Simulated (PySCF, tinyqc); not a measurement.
Worked calculation: MP2 on RHF in the sto-3g basis, for HF, spin multiplicity 1. The lowest restricted solution is unstable here: a spin-polarised one lies 0.0202 hartree lower (PySCF). One step of it, computed by the program tinyqc.

Task: Integrals over molecular orbitals. (pq|rs) = sum C_ip C_jq C_kr C_ls (ij|kl), one index at a time.

coefficients C:
```
,MO1,MO2,MO3,MO4,MO5,MO6
1F 1s,0.995032,-0.260163,0.000000,0.000000,0.041334,0.043789
1F 2s,0.020271,1.007585,0.000000,0.000000,-0.209155,-0.233129
1F 2px,0.000000,0.000000,0.270695,0.962665,0.000000,0.000000
1F 2py,0.000000,0.000000,0.962665,-0.270695,0.000000,0.000000
1F 2pz,0.000938,0.014066,0.000000,0.000000,0.685882,-0.755038
2H 1s,-0.002411,0.081966,0.000000,0.000000,0.615768,0.840124
```

core Hamiltonian H = T + V (hartree), lower triangle:
```
,1F 1s,1F 2s,1F 2px,1F 2py,1F 2pz,2H 1s
1F 1s,-40.414677
1F 2s,-9.482405,-10.892811
1F 2px,0.000000,0.000000,-8.576781
1F 2py,0.000000,0.000000,0.000000,-8.576781
1F 2pz,-0.006866,-0.085758,0.000000,0.000000,-8.617494
2H 1s,-0.703430,-1.764921,0.000000,0.000000,-1.300833,-3.947847
```

Two-electron integrals (ij|kl) in chemists' order, unique and non-zero (hartree):
```
i,j,k,l,(ij|kl)
1,1,1,1,5.403501
2,1,1,1,0.841920
2,1,2,1,0.156299
2,2,1,1,1.268028
2,2,2,1,0.292344
2,2,2,2,0.926167
3,1,3,1,0.027998
3,2,3,1,0.043169
3,2,3,2,0.204588
3,3,1,1,1.264502
3,3,2,1,0.292403
3,3,2,2,0.925959
3,3,3,3,0.997514
4,1,4,1,0.027998
4,2,4,1,0.043169
4,2,4,2,0.204588
4,3,4,3,0.053770
4,4,1,1,1.264502
4,4,2,1,0.292403
4,4,2,2,0.925959
4,4,3,3,0.889973
4,4,4,4,0.997514
5,1,5,1,0.027998
5,2,5,1,0.043169
5,2,5,2,0.204588
5,3,5,3,0.053770
5,4,5,4,0.053770
5,5,1,1,1.264502
5,5,2,1,0.292403
5,5,2,2,0.925959
5,5,3,3,0.889973
5,5,4,4,0.889973
5,5,5,5,0.997514
6,1,1,1,0.062621
6,1,2,1,0.011537
6,1,2,2,0.021477
6,1,3,3,0.021448
6,1,4,4,0.021448
6,1,5,1,0.000441
6,1,5,2,0.000837
6,1,5,5,0.021540
6,1,6,1,0.000859
6,2,1,1,0.180205
6,2,2,1,0.042198
6,2,2,2,0.151939
6,2,3,3,0.149669
6,2,4,4,0.149669
6,2,5,1,0.002817
6,2,5,2,0.023383
6,2,5,5,0.156327
6,2,6,1,0.003161
6,2,6,2,0.032423
6,3,3,1,0.004150
6,3,3,2,0.025633
6,3,5,3,0.004745
6,3,6,3,0.004542
6,4,4,1,0.004150
6,4,4,2,0.025633
6,4,5,4,0.004745
6,4,6,4,0.004542
6,5,1,1,0.131850
6,5,2,1,0.031244
6,5,2,2,0.120622
6,5,3,3,0.115748
6,5,4,4,0.115748
6,5,5,1,0.005934
6,5,5,2,0.042797
6,5,5,5,0.130232
6,5,6,1,0.002421
6,5,6,2,0.031749
6,5,6,5,0.035485
6,6,1,1,0.386720
6,6,2,1,0.091983
6,6,2,2,0.382973
6,6,3,3,0.372341
6,6,4,4,0.372341
6,6,5,1,0.006503
6,6,5,2,0.077604
6,6,5,5,0.403982
6,6,6,1,0.006906
6,6,6,2,0.112295
6,6,6,5,0.129134
6,6,6,6,0.774606
```

Give: one-electron integrals over orbitals h = C^T H C; Two-electron integrals over orbitals.

Result:

one-electron integrals over orbitals h = C^T H C (hartree), lower triangle:
```
,1,2,3,4,5,6
1,-40.3976
2,0.7268,-9.1179
3,0.0000,0.0000,-8.5768
4,0.0000,0.0000,0.0000,-8.5768
5,-0.1085,0.4402,0.0000,0.0000,-6.5883
6,-0.1200,0.6655,0.0000,0.0000,2.3698,-5.9149
```

Two-electron integrals over orbitals (pq|rs), unique and non-zero (hartree):
```
p,q,r,s,(pq|rs)
1,1,1,1,5.3648
2,1,1,1,-0.5253
2,1,2,1,0.0810
2,2,1,1,1.2411
2,2,2,1,-0.0233
2,2,2,2,0.8789
3,1,3,1,0.0295
3,2,3,1,0.0403
3,2,3,2,0.1911
3,3,1,1,1.2640
3,3,2,1,-0.0152
3,3,2,2,0.8991
3,3,3,3,0.9975
4,1,4,1,0.0295
4,2,4,1,0.0403
4,2,4,2,0.1911
4,3,4,3,0.0538
4,4,1,1,1.2640
4,4,2,1,-0.0152
4,4,2,2,0.8991
4,4,3,3,0.8900
4,4,4,4,0.9975
5,1,1,1,0.0827
5,1,2,1,-0.0125
5,1,2,2,0.0050
5,1,3,3,0.0025
5,1,4,4,0.0025
5,1,5,1,0.0163
5,2,1,1,-0.1051
5,2,2,1,0.0041
5,2,2,2,-0.0453
5,2,3,3,-0.0588
5,2,4,4,-0.0588
5,2,5,1,0.0205
5,2,5,2,0.1269
5,3,3,1,-0.0058
5,3,3,2,-0.0234
5,3,5,3,0.0329
5,4,4,1,-0.0058
5,4,4,2,-0.0234
5,4,5,4,0.0329
5,5,1,1,0.8595
5,5,2,1,-0.0082
5,5,2,2,0.6719
5,5,3,3,0.6578
5,5,4,4,0.6578
5,5,5,1,-0.0015
5,5,5,2,-0.0087
5,5,5,5,0.6540
6,1,1,1,0.0885
6,1,2,1,-0.0141
6,1,2,2,0.0028
6,1,3,3,0.0026
6,1,4,4,0.0026
6,1,5,1,-0.0131
6,1,5,2,-0.0226
6,1,5,5,0.0043
6,1,6,1,0.0185
6,2,1,1,-0.1289
6,2,2,1,0.0036
6,2,2,2,-0.0717
6,2,3,3,-0.0717
6,2,4,4,-0.0717
6,2,5,1,-0.0199
6,2,5,2,-0.0829
6,2,5,5,-0.0200
6,2,6,1,0.0194
6,2,6,2,0.0913
6,3,3,1,-0.0058
6,3,3,2,-0.0240
6,3,5,3,-0.0237
6,3,6,3,0.0284
6,4,4,1,-0.0058
6,4,4,2,-0.0240
6,4,5,4,-0.0237
6,4,6,4,0.0284
6,5,1,1,-0.4378
6,5,2,1,0.0073
6,5,2,2,-0.2556
6,5,3,3,-0.2599
6,5,4,4,-0.2599
6,5,5,1,0.0013
6,5,5,2,0.0716
6,5,5,5,-0.0868
6,5,6,1,-0.0042
6,5,6,2,0.0300
6,5,6,5,0.2468
6,6,1,1,0.8224
6,6,2,1,-0.0088
6,6,2,2,0.6267
6,6,3,3,0.6130
6,6,4,4,0.6130
6,6,5,1,0.0086
6,6,5,2,0.0389
6,6,5,5,0.6364
6,6,6,1,-0.0063
6,6,6,2,-0.0483
6,6,6,5,-0.0291
6,6,6,6,0.6590
```
